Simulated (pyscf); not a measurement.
Thermochemistry of product channels of SiH₂ (SMILES [SiH2]) [singlet] + Cl–Cl (SMILES ClCl) on the singlet surface, in eV, from CCSD(T)/def2-TZVPP + ΔMP2(QZVPP) energies (ideal gas, 1 atm, RRHO with modes under 100 cm⁻¹ raised to 100, one conformer, R ln 2 for rigid chiral ones). Single points on ωB97X-D3(BJ)/def2-SVP structures (PySCF, gas phase). MP2 and CC: frozen core, UHF for open shells. ΔMP2 is the change of the MP2 total energy from the triple- to the quadruple-zeta basis.

```
products                                                 ΔE  ΔH(298 K)  ΔG(600 K)  ΔG(1200 K)
----------------------------------------------------  -----  ---------  ---------  ----------
Cl–SiH₂–Cl (SMILES Cl[SiH2]Cl)                        -6.17      -6.02      -5.12       -4.23
:HSi–Cl (SMILES [SiH]Cl) [singlet] + HCl (SMILES Cl)  -3.18      -3.13      -3.18       -3.23
```

These are energies of the channels, which say nothing of barriers. The CCSD(T) − MP2 part came from Ansatz, without density fitting, on the same reference.
